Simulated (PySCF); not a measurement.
**Potential energy of SiC along the bond**

Set-up: basis Si cc-pV(D+d)Z, C cc-pVDZ; no relativity; PySCF 2.14. Energies in eV from Si + C in their ground configurations at the same level. All curves are PBE0. state 1: ³Π (triplet), unpaired electrons σ ↑, π ↑; state 2: Ms = 0 determinant of mixed spin (⟨S²⟩ near 1.0), unpaired electrons σ ↑, π ↓, a second solution, started from another occupation; state 3: ³Σ⁻ (triplet), unpaired electrons π ↑↑, a second solution, started from another occupation; state 4: Ms = 0 determinant of mixed spin (⟨S²⟩ near 1.0), unpaired electrons π ↑↓, a mixture of terms (⟨Lz²⟩ = 2.0), a second solution, started from another occupation.

```
R (Å)  state 1  state 2  state 3  state 4
1.482   -3.021   -2.690   -1.694   -1.354
1.551   -3.735   -3.410   -2.695   -2.369
1.620   -4.130   -3.810   -3.340   -3.028
1.671   -4.269   -3.952   -3.646   -3.344
1.723   -4.306   -3.990   -3.833   -3.539
1.775   -4.263   -3.946   -3.924   -3.639
1.844   -4.118   -3.794   -3.932   -3.657
1.930   -3.849   -3.502   -3.807   -3.544
2.033   -3.469   -3.085   -3.529   -3.277
2.171   -2.942   -2.525   -3.036   -2.796
```

Q: Put a parabola through the three lowest points of the state 1 curve and estimate Re, k and ωe (reduced mass 8.398 u; 1 eV/Å² = 0.16022 mdyn/Å; ωe = 1302.8·√(k/μ) cm⁻¹).

A: Through R = 1.671, 1.723, 1.775 Å the second-order coefficient is 14.8 eV/Å², so Re ≈ 1.721 Å, k ≈ 4.74 mdyn/Å and ωe ≈ 979 cm⁻¹. A polynomial fit of higher order to the unrounded PBE0 energies gives Re = 1.719 Å, k = 4.82 mdyn/Å, ωe = 987 cm⁻¹; anharmonicity and rounding make the difference.

The higher-order fit for each curve: state 1: Re = 1.719 Å, ωe = 987 cm⁻¹, De = 4.31 eV; state 2: Re = 1.719 Å, ωe = 1001 cm⁻¹, minimum 3.99 eV below the ground-state fragments; state 3: Re = 1.813 Å, ωe = 874 cm⁻¹, minimum 3.94 eV below the ground-state fragments; state 4: Re = 1.819 Å, ωe = 865 cm⁻¹, minimum 3.66 eV below the ground-state fragments.

⟨S²⟩ of the unrestricted solution departs from its pure value on part of the curve, where spin states mix. The state was picked by a PBE0 search and need not be the measured ground state.
